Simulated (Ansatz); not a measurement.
Consider the atomization: `C=CCCS` → 4 C• + 8 H• + S•.

Gas-phase electronic energies from Ansatz, PBE0-D4/def2-TZVP geometries. CCSD(T)/CBS is the MP2 limit (def2-TZVPP, def2-QZVPP) plus CCSD(T) − MP2 in def2-TZVPP, frozen cores. This one scheme is used for every species, atoms too. DFT in def2-TZVPP. Open shells (•) are unrestricted, without spin–orbit coupling. Spin–orbit coupling would lower the free atoms: a little for C, S. Each species was taken in one conformer, which may not be the lowest.

CCSD(T)/CBS gives +5067.5 kJ/mol.

Another level gave +5110.4 kJ/mol. Which?
A. CCSD(T)/def2-TZVPP
B. CCSD/def2-TZVPP
C. PBE0/def2-TZVPP
D. PBE0-D4/def2-TZVPP

D. PBE0-D4 5110.4, CCSD(T)/def2-TZVPP 4950.5, PBE0 5086.7, CCSD/def2-TZVPP 4878.3 kJ/mol.

Largest T1 diagnostic among the species: 0.010.

In def2-TZVPP, CCSD(T) changes the Hartree–Fock value by +1185.7 kJ/mol (the triples alone add +72.1 kJ/mol) and MP2 by +1243.6 kJ/mol; breaking electron pairs costs correlation energy, which Hartree–Fock lacks. The D4 term adds +44.9 kJ/mol with B3LYP and +23.7 kJ/mol with PBE0; it sums over pairs of atoms, weighted by their polarisabilities, and B3LYP, whose exchange is more repulsive, gets the larger term.

B3LYP here is the variant with VWN-RPA as its local correlation; programs differ in this.

For atomizations the MP2-based limit and the directly extrapolated one differ by several kJ/mol either way, and by 10 to 25 for some Ge, Se and Sn compounds, so smaller differences from it don't rank the levels.
